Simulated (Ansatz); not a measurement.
Cost and result for the atomization energy of C₄H₆O (`CC1=COC1`) (11 atoms, 11 bonds).

| atom | x (Å) | y (Å) | z (Å) |
| --- | --- | --- | --- |
| C1 | -1.517 | 0.041 | -0.195 |
| C2 | -0.074 | 0.071 | 0.109 |
| C3 | 0.740 | 0.543 | 1.055 |
| O4 | 1.949 | 0.117 | 0.539 |
| C5 | 1.172 | -0.449 | -0.559 |
| H6 | -1.742 | 0.533 | -1.147 |
| H7 | -1.896 | -0.984 | -0.266 |
| H8 | -2.085 | 0.552 | 0.585 |
| H9 | 0.692 | 1.095 | 1.986 |
| H10 | 1.460 | 0.012 | -1.507 |
| H11 | 1.301 | -1.533 | -0.600 |

Charge 0, multiplicity 1. The geometry is a stationary point of PBE0-D4/def2-TZVP. Program: Ansatz. All runs use 4 threads of an Arm Neoverse N1 on a shared host. Times are those of one run each, without the atoms' runs, and a repeat can differ threefold. Electronic energies, without spin–orbit coupling; frozen cores. CCSD(T)/CBS adds CCSD(T) − MP2 in def2-TZVPP to the MP2 limit, and its time is that of the two runs behind it. T1 = 0.013. B3LYP takes the VWN-RPA correlation (the form of Gaussian; ORCA's B3LYP/G).

CCSD(T)/CBS is a level of theory with its own doubt, some kJ/mol a heavy atom from the limit and from the frozen cores, so smaller differences don't rank the functionals.

```json
{"level": "PBE-D4/def2-TZVPP (with forces)", "functions": "239", "wall time": "3.5 s"}
{"level": "PBE0-D4/def2-TZVPP", "functions": "239", "wall time": "3.7 s"}
{"level": "B3LYP-D4/def2-TZVPP (with forces)", "functions": "239", "wall time": "6.5 s"}
{"level": "r2SCAN-D4/def2-TZVPP (with forces)", "functions": "239", "wall time": "7 s"}
{"level": "B2PLYP/def2-TZVPP", "functions": "239", "wall time": "7.5 s"}
{"level": "ωB97X-V/def2-TZVPP", "functions": "239", "wall time": "10 s"}
{"level": "ωB97M-V/def2-TZVPP (with forces)", "functions": "239", "wall time": "15 s"}
{"level": "MP2/def2-QZVPP", "functions": "465", "wall time": "30 s"}
{"level": "CCSD(T)/def2-TZVPP", "functions": "239", "wall time": "3.1 min"}
{"level": "CCSD(T)/CBS(def2)", "functions": "–", "wall time": "3.6 min"}
```

**Question.** What atomization energy does each give, and how far from CCSD(T)/CBS? (Best estimate.)

**Answer.** Computed: 
| level | atomization (kcal/mol) | difference from CCSD(T)/CBS | per bond |
| --- | --- | --- | --- |
| PBE-D4/def2-TZVPP (with forces) | 1134.1 | 39.5 | 3.6 |
| PBE0-D4/def2-TZVPP | 1109.1 | 14.5 | 1.3 |
| B3LYP-D4/def2-TZVPP (with forces) | 1096.0 | 1.4 | 0.1 |
| r2SCAN-D4/def2-TZVPP (with forces) | 1101.6 | 7.0 | 0.6 |
| B2PLYP/def2-TZVPP | 1086.5 | -8.1 | -0.7 |
| ωB97X-V/def2-TZVPP | 1098.1 | 3.5 | 0.3 |
| ωB97M-V/def2-TZVPP (with forces) | 1099.9 | 5.3 | 0.5 |
| MP2/def2-QZVPP | 1107.5 | 12.9 | 1.2 |
| CCSD(T)/def2-TZVPP | 1068.1 | -26.5 | -2.4 |
| CCSD(T)/CBS(def2) | 1094.6 | 0.0 | 0.0 |

From PBE to PBE0 (25 % exact exchange), in def2-TZVPP and without D4, the atomization energy moves by −24.3 kcal/mol: exact exchange takes away binding that semilocal exchange gives to molecules. The D4 term adds +7.0 kcal/mol with B3LYP and +3.6 kcal/mol with PBE0; it sums over pairs of atoms, weighted by their polarisabilities, and B3LYP, whose exchange is more repulsive, gets the larger term. In def2-TZVPP, CCSD(T) changes the Hartree–Fock value by +280.5 kcal/mol (the triples alone add +19.0 kcal/mol) and MP2 by +304.4 kcal/mol; breaking electron pairs costs correlation energy, which Hartree–Fock lacks.
